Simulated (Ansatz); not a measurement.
# Hydrogen abstraction

Start structure (SiNH5F, doublet), relaxed at PBE0-D4/def2-TZVP:

H1  (-0.588, 0.278, 1.559)
Si2  (-0.875, 0.892, 0.245)
F3  (-1.336, -0.236, -0.801)
N4  (1.352, -1.120, -0.188)
H5  (0.282, 1.640, -0.293)
H6  (-2.035, 1.813, 0.377)
H7  (2.287, -1.512, -0.038)
H8  (0.913, -1.755, -0.862)
(Å)

The step: SiH₃F ([F][SiH3]) + NH₂ → SiH₂F ([F][SiH2]) + NH₃; bonds formed: H1–N4; bonds broken: H1–Si2. Ansatz 0.2.0; basis: def2-TZVPP and def2-QZVPP; cores frozen in the correlated methods; orbitals are unrestricted. Extrapolation: Hartree–Fock as exp(−7.88 √X), correlation as X^−2.97. Energies below are by CCSD(T) at an estimated basis limit (MP2 extrapolated from triple and quadruple zeta, plus CCSD(T) − MP2 in triple zeta).

Q: What are the electronic barrier and the energy of the step, from the start structure to the end structure? (Judge from chemistry; the value comes from the calculation.)

A: The calculation gives: Barrier 0.383 eV; step energy -0.614 eV (downhill); reverse barrier, their difference, 0.997 eV. Barrier and step energy count from the start structure, the reverse barrier from the end structure.

The saddle point: One imaginary mode of 592i cm⁻¹.
```json
{"pair": "H1–N4", "start (Å)": "2.96", "saddle (Å)": "1.54", "end (Å)": "1.01"}
{"pair": "H1–Si2", "start (Å)": "1.48", "saddle (Å)": "1.58", "end (Å)": "3.20"}
```

Zero-point energy (harmonic, PBE0-D4): ZPE is 1.317 eV at the start and 1.289 eV at the saddle, so the barrier goes from 0.383 to 0.355 eV.

The T1 diagnostic stays at or below 0.018. ⟨S²⟩ of the unrestricted Hartree–Fock references: 0.75 to 0.77 (a pure state has 0.75).

Radical steps of this kind take place in plasma deposition and etching.

Labels in which every atom is bracketed show which atoms are joined, not bond orders.

For scale, one of the runs: CCSD(T)/def2-TZVPP, 174 basis functions, launched by `ansatz run in.yaml --threads 4 --pin off --events-out ev --progress --plain --max-ram 9574MiB`. The run took 26 s on 4 CPU threads of an Intel Xeon 6975P-C (shared host), with 4.2 GiB of host memory at its peak.
